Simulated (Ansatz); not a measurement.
Two shapes of singlet C₂H₃N.

Shape 1:

```xyz
6

C     0.0000    0.0000   -1.1748
C     0.0000    0.0000    0.2783
N     0.0000    0.0000    1.4351
H     0.0000   -1.0314   -1.5557
H    -0.8932    0.5157   -1.5557
H     0.8932    0.5157   -1.5557
```

Shape 2:

```xyz
6

C    -0.0054   -0.0155   -1.2220
C     0.0196    0.0424    0.2962
N     0.0197   -0.0454    1.4422
H    -0.0057   -1.0570   -1.5982
H    -0.8824    0.4746   -1.5293
H     0.8824    0.4850   -1.5936
```

Basis set: 6-31G* (spherical functions). Correlated methods keep 3 orbitals frozen. Charge 0, multiplicity 1.

Computed with Ansatz (development build ahead of 0.2.0); each method stands on the lowest determinant of its kind that the runs found.

Q: Which shape is lower in energy, and by how much in each method?

A:

```json
{"method": "RHF", "E(2) − E(1) (eV)": "0.074"}
{"method": "RHF-MP2", "E(2) − E(1) (eV)": "0.135"}
```

Shape 1 is lower.
